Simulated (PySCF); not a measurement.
# C2H2F−, a complex of two parts: interaction energy

The task here is to estimate one member of a computed series from the others.

Programs: PySCF 2.14.0. All values are calculated, for the isolated system unless a continuum is named. Atoms count from 0, parts from 1.

## Starting point

5 atoms, charge -1, multiplicity 1; geometry: GFN2-xTB. Parts: 1 = atoms 0–3, `C#C`, charge 0; 2 = atom 4, `[F-]`, charge -1.

Set-up of the first run:

The job: settings as JSON, then the geometry in Å.

```
{"job": {"xc": "PBE0", "basis": "def2-TZVPD", "d3": "d3bj", "grid": 3, "kind": "geom", "shake": 0.01}, "charge": -1, "multiplicity": 1, "parts": [{"atoms": "0-3", "charge": 0, "multiplicity": 1}, {"atoms": "4-4", "charge": -1, "multiplicity": 1}]}
C     -0.594889     0.013590     0.033674
C      0.541552    -0.087291    -0.234487
H     -1.661021     0.144297     0.251545
H      1.641762    -0.191774    -0.474746
F      3.214538    -0.369372    -0.843891
```

Started as:

```bash
OMP_NUM_THREADS=1 python cluster_run.py task.json out
```

The driver reads the jobs from task.json and runs them one after another.

Steps of the session up to this table: Optimising the geometry at PBE0-D3(BJ)/def2-TZVPD; Coupled-cluster interaction energy: CCSD(T) and MP2, 1.17 Å; Coupled-cluster interaction energy: CCSD(T) and MP2, 1.23 Å; Coupled-cluster interaction energy: CCSD(T) and MP2, 1.29 Å; Coupled-cluster interaction energy: CCSD(T) and MP2, 1.11 Å; Coupled-cluster interaction energy: CCSD(T) and MP2, 1.46 Å; Coupled-cluster interaction energy: CCSD(T) and MP2, 1.05 Å; Coupled-cluster interaction energy: CCSD(T) and MP2, 1.76 Å; Coupled-cluster interaction energy: CCSD(T) and MP2, 2.34 Å.

One table of the session follows, with a row left open; its other results are not shown here.

It belongs to the step «Coupled-cluster interaction energy: CCSD(T) and MP2, 2.34 Å». 

```
                 method  interaction energy (kcal/mol)
         HF/aug-cc-pVDZ                         -17.59
        MP2/aug-cc-pVDZ                              ?
       CCSD/aug-cc-pVDZ                         -16.52
    CCSD(T)/aug-cc-pVDZ                         -16.73
         HF/aug-cc-pVQZ                         -17.57
        MP2/aug-cc-pVQZ                         -17.34
    SCS-MP2/aug-cc-pVQZ                         -16.84
      MP2, extrapolated                         -17.40
CCSD(T), limit estimate                         -17.17
```

**Question.** Estimate the row for MP2/aug-cc-pVDZ.

The run gave: interaction energy (kcal/mol): -16.96. In the column «interaction energy (kcal/mol)» it lies between CCSD(T), limit estimate (-17.17) and SCS-MP2/aug-cc-pVQZ (-16.84).
